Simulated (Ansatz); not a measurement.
## HB–BH, singlet: vertical spin and charge gaps

Geometry (PBE0/def2-TZVP stationary point for this spin, not checked as a minimum):

```yaml
atoms:
  - { symbol: B, position_ang: [0.0000, 0.0000, 0.7625] }
  - { symbol: B, position_ang: [0.0000, 0.0000, -0.7625] }
  - { symbol: H, position_ang: [0.0000, 0.0000, 1.9383] }
  - { symbol: H, position_ang: [0.0000, 0.0000, -1.9383] }
```

Basis cc-pVDZ; Ansatz 0.2.0. Only valence electrons are correlated (noble-gas cores frozen). R marks a restricted (for open shells ROHF) determinant. Active spaces: valence = (8e, 10o) chosen from the atoms' valence shells.

Gaps are energies of the second state less the first, at fixed atoms, for a selection of the levels run; each method lands on the state that its own search finds for that charge and spin.

The determinant of the HB–BH singlet fills πx and πy unequally, so it is a mixture of Σ and Δ, which weighs on every level built on one determinant.

Triplet less singlet: -0.649 eV at full CI (singlet B1g, triplet B1g, in D2h).

By full CI's occupations no single determinant describes the singlet well.

```
                 level  gap (eV)  error (meV)
                   RHF    -1.277         -628
                  RMP2    -0.993         -344
                  CISD    -0.953         -304
              RCCSD(T)    -0.806         -157
               RCCSDT*    -0.690          -41
                CISDTQ    -0.715          -66
            RCCSDT(Q)*    -0.641            8
              RCCSDTQ*    -0.651           -2
NEVPT2 (valence space)    -0.670          -21
MRCISD (valence space)    -0.656           -7
```

An asterisk marks runs whose energy the program itself flagged as in doubt.

Removing an electron, to the doublet: 8.349 eV at full CI (singlet B1g, doublet ion B3u, in D2h).

By full CI's occupations no single determinant describes the singlet well.

```tsv
level	gap (eV)	error (meV)
RHF	6.988	-1361
RMP2	7.955	-394
CISD	7.929	-420
RCCSD	8.089	-260
RCCSD(T)	8.181	-168
BCCD(T)	8.180	-169
RCCSDT*	8.305	-44
CISDTQ	8.278	-71
RCCSDT(Q)*	8.357	8
RCCSDTQ*	8.347	-2
CASSCF (valence space)	7.547	-802
NEVPT2 (valence space)	8.148	-201
MRCISD (valence space)	8.295	-54
MRCISD+Q (valence space)	8.360	11
```

Full CI is exact within this basis and frozen core; it isn't the basis-set limit.
